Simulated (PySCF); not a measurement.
**One shape, several levels: SiH2O (SMILES O=[SiH2])**

We compute a comparison of 4 runs (HF/STO-3G, HF/3-21G, HF/def2-SVP, B3LYP/6-31G*) of SiH2O. Input form: a Python script.

The calculation is run with PySCF 2.14.0.

1 further run of the same task is left out (set aside as unsound or not needed).

### 1 The system as given

SiH2O has 4 atoms, charge 0, and is taken as a singlet. SMILES: `O=[SiH2]`. The shape is that of a PBE0-D4/def2-TZVP optimisation.

Bond lengths: O1–Si2 1.516 Å, Si2–H3 1.485 Å, Si2–H4 1.486 Å. Angles: O1–Si2–H3 124.0°, O1–Si2–H4 124.0°, H3–Si2–H4 111.9°.

### 2 Energy and forces at HF/STO-3G (run 1)

Contents of input.xyz:

```xyz
4
H2OSi
O     -0.283200     0.413500     1.469500
Si    -0.006700     0.009800     0.034900
H      0.439900    -1.346000    -0.376200
H     -0.150000     0.922700    -1.128300
```

Contents of run.py:

```python
import pyscf.grad
from pyscf import gto

mol = gto.M(
    atom='input.xyz',
    max_memory=1860,
    basis='sto-3g',
    verbose=4,
    spin=0,
)

mf = mol.RHF()
mf.conv_tol = 1e-10
mf.kernel()
if not mf.converged:
    mf = mf.newton().run(mf.mo_coeff, mf.mo_occ)

energy = mf.e_tot
print('Final energy', energy)
grad = mf.Gradients().kernel()
mf.analyze()
```

On the command line:

```
OMP_NUM_THREADS=1 python run.py
```

The program printed:

```text
PySCF version 2.14.0

[... 71 lines left out ...]
Total Energy =                        -360.506586783617820
[... 2 lines left out ...]
Two-electron Energy =                  194.472530569631800
[... 4 lines left out ...]
MO #1   energy= -67.9696225035722  occ= 2
[... 2 lines left out ...]
MO #4   energy= -3.99275384122741  occ= 2
[... 2 lines left out ...]
MO #7   energy= -1.15941608210605  occ= 2
[... 2 lines left out ...]
MO #10  energy= -0.375732393517131 occ= 2
[... 2 lines left out ...]
MO #13  energy= 0.268414615871901  occ= 0
[... 2 lines left out ...]
MO #16  energy= 0.70109956659727   occ= 0
[... 23 lines left out ...]
Dipole moment(X, Y, Z, Debye):  0.40688, -0.59408, -2.11064
```

Wall time 2.5 s (1 thread of Intel Xeon at 2.50GHz (Skylake/Cascade Lake), shared host); peak memory 0.12 GiB.

### 3 Energy and forces at HF/3-21G (run 2)

Contents of mol.xyz:

```xyz
4
H2OSi
O     -0.283200     0.413500     1.469500
Si    -0.006700     0.009800     0.034900
H      0.439900    -1.346000    -0.376200
H     -0.150000     0.922700    -1.128300
```

Contents of input.py:

```python
# O=[SiH2]
from pyscf import gto

system = gto.M(
    atom='mol.xyz',
    basis='3-21g',
    verbose=3,
    charge=0,
    max_memory=1860,
)

hf = system.RHF()
hf.conv_tol = 1e-10
hf.kernel()
if not hf.converged:
    hf = hf.newton().run(hf.mo_coeff, hf.mo_occ)

etot = hf.e_tot
print(f'total energy: {etot:.8f} hartree')
grad = hf.nuc_grad_method().kernel()
dip = hf.dip_moment()
pop, q = hf.mulliken_pop()
```

On the command line:

```
OMP_NUM_THREADS=1 python input.py
```

The program printed:

```text
converged SCF energy = -362.953506029522
total energy: -362.95350603 hartree
--------------- RHF gradients ---------------
         x                y                z
0 O     0.0102653687    -0.0149892813    -0.0532722770
1 Si    -0.0114466401     0.0167010820     0.0594670791
2 H     0.0011169863    -0.0028842719    -0.0024152756
3 H     0.0000642851     0.0011724712    -0.0037795265
----------------------------------------------
Dipole moment(X, Y, Z, Debye):  0.67921, -0.99167, -3.52327
 ** Mulliken pop  **
pop of  0 O 1s            1.98608
pop of  0 O 2s            0.42514
pop of  0 O 3s            1.53594
pop of  0 O 2px           0.58806
pop of  0 O 2py           0.74654
pop of  0 O 2pz           0.68854
pop of  0 O 3px           0.88397
pop of  0 O 3py           0.99961
pop of  0 O 3pz           0.87098
pop of  1 Si 1s           1.99864
pop of  1 Si 2s           1.97371
pop of  1 Si 3s           0.71721
pop of  1 Si 4s           0.35779
pop of  1 Si 2px          1.95289
pop of  1 Si 2py          1.95857
pop of  1 Si 2pz          1.95987
pop of  1 Si 3px          0.33993
pop of  1 Si 3py          0.54705
pop of  1 Si 3pz          0.51905
pop of  1 Si 4px          0.26688
pop of  1 Si 4py          0.19019
pop of  1 Si 4pz          0.06798
pop of  2 H 1s            0.42072
pop of  2 H 2s            0.79199
pop of  3 H 1s            0.42069
pop of  3 H 2s            0.79201
 ** Mulliken atomic charges  **
charge of    0O =     -0.72484
charge of    1Si =      1.15024
charge of    2H =     -0.21271
charge of    3H =     -0.21270
```

It took 2.4 s on 1 thread of Intel Xeon at 2.50GHz (Skylake/Cascade Lake), shared host; peak memory 0.12 GiB.

Run 3 isn't shown in full; the table further down has it.

### 4 Energy and gradient at B3LYP/6-31G(d) (Cartesian functions) (run 4)

Contents of job.py:

```python
from pyscf import gto, dft

system = gto.Mole()
system.atom = '''
O   -0.283200   0.413500   1.469500
Si  -0.006700   0.009800   0.034900
H    0.439900  -1.346000  -0.376200
H   -0.150000   0.922700  -1.128300
'''
system.max_memory = 1860
system.charge = 0
system.verbose = 4
system.basis = '6-31g*'
system.cart = True
system.build()

mf = dft.RKS(system, xc='b3lyp')
mf.grids.level = 5
mf.conv_tol = 1e-10
mf.kernel()
if not mf.converged:
    mf = mf.newton().run(mf.mo_coeff, mf.mo_occ)

e_final = mf.e_tot
print(f'total energy: {e_final:.8f} hartree')
grad = mf.nuc_grad_method().kernel()
mf.analyze()
```

On the command line:

```
OMP_NUM_THREADS=1 python job.py
```

The program printed:

```text
PySCF version 2.14.0

[... 88 lines left out ...]
Nuclear Repulsion Energy =              52.484790019236300
[... 7 lines left out ...]
MO #2   energy= -19.1216706877585  occ= 2
[... 5 lines left out ...]
MO #8   energy= -0.526552725784515 occ= 2
[... 5 lines left out ...]
MO #14  energy= 0.00443827744805469 occ= 0
[... 5 lines left out ...]
MO #20  energy= 0.371738006624954  occ= 0
[... 5 lines left out ...]
MO #26  energy= 0.960969596208441  occ= 0
[... 5 lines left out ...]
MO #32  energy= 1.83698358297039   occ= 0
[... 5 lines left out ...]
MO #38  energy= 3.58124525688605   occ= 0
[... 45 lines left out ...]
Dipole moment(X, Y, Z, Debye):  0.61924, -0.90413, -3.21232
```

Run time: 15 s. Hardware: 1 thread of Intel Xeon at 2.50GHz (Skylake/Cascade Lake), shared host; peak memory 0.42 GiB.

### 5 Overview of the runs

```
run                               level  Cartesian functions  integration grid  energy (Eh)  dipole moment (D)  HOMO energy (eV)  LUMO energy (eV)  wall time
  1                           HF/STO-3G                   no                 –  -360.506587               2.23             -7.97              7.30      2.5 s
  2                            HF/3-21G                   no                 –  -362.953506               3.72            -11.67              1.66      2.4 s
  3                         HF/def2-SVP                   no                 –  -364.774992               4.16            -11.95              1.49      3.3 s
  4  B3LYP/6-31G* (Cartesian functions)                  yes                 5  -365.897392               3.39             -7.80             -2.04       15 s
```

### 6 What came out

```
                       quantity          value
            run 4: total energy  -365.89739 Eh
           run 4: dipole moment         3.39 D
             run 4: HOMO energy       -7.80 eV
             run 4: LUMO energy       -2.04 eV
           run 4: HOMO–LUMO gap        5.76 eV
run 4: largest force on an atom     0.929 eV/Å
```

**Reading.** The dipole moment (its size) runs from 2.23 D (HF/STO-3G) to 4.16 D (HF/def2-SVP). The HOMO–LUMO gap runs from 5.76 eV (B3LYP/6-31G*) to 15.28 eV (HF/STO-3G). The two ends differ in method and basis. In run 1 the basis is minimal, so the values are rough. All runs together took 23 s, the longest 15 s.
